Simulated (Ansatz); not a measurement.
Cartesian coordinates in Å:
```
B 0.158 -0.344 -0.183
O -0.056 0.975 -0.014
H 0.856 -0.664 -1.101
H -0.337 -1.146 0.562
H -0.621 1.179 0.736
```

Total charge 0; spin multiplicity 1.

(1) List the ωB97M-V/def2-TZVPP orbital energies in eV (the Gaussian-basis code of Ansatz). (Best estimate.)

## Answers

(1) The calculation gave: Occupied: -526.91, -188.31, -31.84, -18.75, -15.58, -13.89, -13.23, -11.23. Lowest empty: 1.46, 2.16, 3.36, 3.88, 5.03, 5.62, 5.68, 7.24.
